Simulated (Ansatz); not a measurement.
HfH3S3, quartet: from triple and quadruple zeta to the limit

```yaml
atoms:
  - { symbol: S, position_ang: [0.2378, 1.8726, -0.3372] }
  - { symbol: Hf, position_ang: [-0.6487, -0.3334, 0.7186] }
  - { symbol: S, position_ang: [-0.1655, -2.7190, 0.5354] }
  - { symbol: S, position_ang: [-2.5195, 1.4257, 0.4673] }
  - { symbol: H, position_ang: [-0.2068, 1.7268, -1.6097] }
  - { symbol: H, position_ang: [1.0017, -2.4130, 1.1766] }
  - { symbol: H, position_ang: [-2.1583, 2.2128, 1.5133] }
```

Ansatz 0.2.0, UHF determinant, valence electrons correlated, core potentials past Kr. Energies in eV.

```tsv
set	X	functions	Hartree–Fock	MP2 correlation	CCSD(T) correlation	time
def2-TZVPP	3	224	-33793.3549	-16.5571	-19.0975	30 s on 1 × NVIDIA H100 80GB HBM3 with 1 thread of AMD EPYC 7R13 Processor (Zen 3), on a shared host
def2-QZVPP	4	381	-33794.2953	-17.9435	-20.4347	6 min on 1 × NVIDIA H100 80GB HBM3 with 1 thread of AMD EPYC 7R13 Processor (Zen 3) (shared host)
```

Hartree–Fock is taken to follow E(X) = E∞ + A·exp(−7.88·√X), correlation E(X) = E∞ + B·X^−2.97.

Cautions: no spin-orbit coupling; outer-core shells of the metal frozen; higher spins were not checked.

Task: Work out the CCSD(T) energy at the limit, and how far the shortcut misses it that extrapolates MP2 and adds CCSD(T) minus MP2 from the smaller set.

Result: Hartree–Fock: E∞ = E4 + 0.1377·(E4 − E3) = -33794.4249. Correlation: E∞ = E4 + 0.7407·(E4 − E3) = -21.4252 for CCSD(T) and -18.9705 for MP2. The limit is -33815.8501 eV, 1.120 eV below def2-QZVPP. The shortcut gives a correlation energy of -18.9705 + (-2.5404) = -21.5109, 86 meV lower than the direct value.

Past Ne part of the Hartree–Fock step between the two sets comes from the cores, which don't follow the formula, so the 130 meV that it adds to the total can overshoot; that part largely cancels in differences.

The exponents were fitted on light atoms, and def2 sets of heavy atoms don't grow evenly, so the limit is rough here.
